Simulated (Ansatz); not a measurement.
Calculated with Ansatz (gas phase, PBE0-D4/def2-TZVP geometries, no zero-point term in ΔE). CCSD(T)/CBS is the MP2 limit (def2-TZVPP, def2-QZVPP) plus CCSD(T) − MP2 in def2-TZVPP, frozen cores. This one scheme is used for every species, atoms too. For atomizations the MP2-based limit and the directly extrapolated one differ by several kJ/mol either way, and by 10 to 25 for some Ge, Se and Sn compounds, so smaller differences from it don't rank the levels. Functionals use def2-TZVPP. B3LYP here is the variant with VWN-RPA as its local correlation; programs differ in this. No spin–orbit coupling; open shells (•) take unrestricted orbitals. Spin–orbit coupling would lower the free atoms: a little for C, O. Each species was taken in one conformer, which may not be the lowest.

`C=C(O)C(=N)O` → 3 C• + 5 H• + N• + 2 O•  (atomization)

| level | ΔE (kJ/mol) | difference from CCSD(T)/CBS |
| --- | --- | --- |
| BLYP-D4 | 4694.3 | 61.5 |
| r2SCAN-D4 | 4660.5 | 27.7 |
| B3LYP-D4 | 4647.1 | 14.3 |
| CAM-B3LYP-D4 | 4667.0 | 34.2 |
| ωB97M-V | 4659.8 | 27.0 |
| r2SCAN | 4655.2 | 22.4 |
| r2SCAN0 | 4529.7 | -103.1 |
| LC-ωPBE | 4642.0 | 9.2 |
| HF/def2-SVP | 3167.0 | -1465.8 |
| MP2/def2-SVP | 4483.5 | -149.3 |
| CCSD/def2-TZVPP | 4391.6 | -241.2 |
| HF/def2-QZVPP | 3120.9 | -1511.9 |
| MP2/def2-QZVPP | 4710.6 | 77.8 |
| HF/CBS(def2) | 3121.9 | -1510.9 |
| MP2/CBS(def2) | 4768.0 | 135.2 |
| CCSD/CBS(def2) | 4531.5 | -101.3 |
| CCSD(T)/CBS | 4632.8 | 0 |

Largest T1 diagnostic among the species: 0.014.

At CCSD(T), def2-SVP lies −253.9 kJ/mol from the extrapolated value and def2-TZVPP −139.9 kJ/mol: correlation converges slowly with the basis, and small sets miss more of it in the bonded molecule than in its fragments. The D4 term adds +33.5 kJ/mol with B3LYP and +17.5 kJ/mol with PBE0; it sums over pairs of atoms, weighted by their polarisabilities, and B3LYP, whose exchange is more repulsive, gets the larger term. In def2-TZVPP, CCSD(T) changes the Hartree–Fock value by +1378.5 kJ/mol (the triples alone add +101.3 kJ/mol) and MP2 by +1513.6 kJ/mol; breaking electron pairs costs correlation energy, which Hartree–Fock lacks.
